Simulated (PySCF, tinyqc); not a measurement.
CISD on RHF in the sto-3g basis, frozen core, for HF, spin multiplicity 1, step by step. The lowest restricted solution is unstable here: a spin-polarised one lies 0.0913 hartree lower (PySCF). One step of it, computed by the program tinyqc.

Problem. Iteration 1: building the Fock matrix. J_ij = sum D_kl (ij|kl), K_ij = sum D_kl (ik|jl); F = H + J - 0.5 K; E = tr D H + tr D J / 2 - 0.25 tr D K + E_nn.

D at the start, lower triangle:
```
            1F 1s      1F 2s    1F 2px    1F 2py    1F 2pz     2H 1s
1F 1s    2.116101
1F 2s   -0.488435   2.058117
1F 2px   0.000000   0.000000  2.000000
1F 2py   0.000000   0.000000  0.000000  2.000000
1F 2pz   0.011249  -0.041034  0.000000  0.000000  1.974337
2H 1s   -0.054956   0.171510  0.000000  0.000000  0.086279  0.018472
```

core Hamiltonian H = T + V (hartree), lower triangle:
```
             1F 1s       1F 2s     1F 2px     1F 2py     1F 2pz      2H 1s
1F 1s   -40.353277
1F 2s    -9.467792  -10.831471
1F 2px    0.000000    0.000000  -8.520881
1F 2py    0.000000    0.000000   0.000000  -8.520881
1F 2pz   -0.004872   -0.060958   0.000000   0.000000  -8.545405
2H 1s    -0.400984   -1.051126   0.000000   0.000000  -0.805126  -3.413731
```

Two-electron integrals (ij|kl) in chemists' order, unique and non-zero (hartree):
```
(11|11) 5.403501   (21|11) 0.841920   (21|21) 0.156299   (22|11) 1.268028
(22|21) 0.292344   (22|22) 0.926167   (31|31) 0.027998   (32|31) 0.043169
(32|32) 0.204588   (33|11) 1.264502   (33|21) 0.292403   (33|22) 0.925959
(33|33) 0.997514   (41|41) 0.027998   (42|41) 0.043169   (42|42) 0.204588
(43|43) 0.053770   (44|11) 1.264502   (44|21) 0.292403   (44|22) 0.925959
(44|33) 0.889973   (44|44) 0.997514   (51|51) 0.027998   (52|51) 0.043169
(52|52) 0.204588   (53|53) 0.053770   (54|54) 0.053770   (55|11) 1.264502
(55|21) 0.292403   (55|22) 0.925959   (55|33) 0.889973   (55|44) 0.889973
(55|55) 0.997514   (61|11) 0.035789   (61|21) 0.006592   (61|22) 0.012265
(61|33) 0.012251   (61|44) 0.012251   (61|51) 0.000244   (61|52) 0.000463
(61|55) 0.012295   (61|61) 0.000280   (62|11) 0.106804   (62|21) 0.025024
(62|22) 0.090683   (62|33) 0.089401   (62|44) 0.089401   (62|51) 0.001644
(62|52) 0.013959   (62|55) 0.093157   (62|61) 0.001070   (62|62) 0.011835
(63|31) 0.002420   (63|32) 0.015165   (63|53) 0.002831   (63|63) 0.001651
(64|41) 0.002420   (64|42) 0.015165   (64|54) 0.002831   (64|64) 0.001651
(65|11) 0.080639   (65|21) 0.019116   (65|22) 0.074381   (65|33) 0.071530
(65|44) 0.071530   (65|51) 0.003427   (65|52) 0.025212   (65|55) 0.079999
(65|61) 0.000842   (65|62) 0.011986   (65|65) 0.013709   (66|11) 0.327433
(66|21) 0.077908   (66|22) 0.326206   (66|33) 0.318942   (66|44) 0.318942
(66|51) 0.004764   (66|52) 0.058388   (66|55) 0.340626   (66|61) 0.003329
(66|62) 0.059865   (66|65) 0.071860   (66|66) 0.774606
```

nuclear repulsion = 2.95446334 hartree

Give: Coulomb J; exchange K; Fock matrix F; total energy of this density.

Solution.

Coulomb J (hartree), lower triangle:
```
         1F 1s   1F 2s  1F 2px  1F 2py  1F 2pz  2H 1s
1F 1s   20.829
1F 2s    3.990   9.884
1F 2px   0.000   0.000   9.876
1F 2py   0.000   0.000   0.000   9.876
1F 2pz  -0.002  -0.006   0.000   0.000   9.876
2H 1s    0.168   0.936   0.000   0.000   0.755  3.279
```

exchange K (hartree), lower triangle:
```
         1F 1s   1F 2s  1F 2px  1F 2py  1F 2pz  2H 1s
1F 1s   11.099
1F 2s    1.946   3.205
1F 2px   0.000   0.000   2.652
1F 2py   0.000   0.000   0.000   2.652
1F 2pz   0.001  -0.018   0.000   0.000   2.645
2H 1s    0.084   0.350   0.000   0.000   0.236  0.103
```

Fock matrix F (hartree), lower triangle:
```
          1F 1s   1F 2s  1F 2px  1F 2py  1F 2pz   2H 1s
1F 1s   -25.074
1F 2s    -6.451  -2.549
1F 2px    0.000   0.000   0.028
1F 2py    0.000   0.000   0.000   0.028
1F 2pz   -0.007  -0.058   0.000   0.000   0.008
2H 1s    -0.275  -0.291   0.000   0.000  -0.169  -0.187
```

total energy of this density = -97.98347 hartree
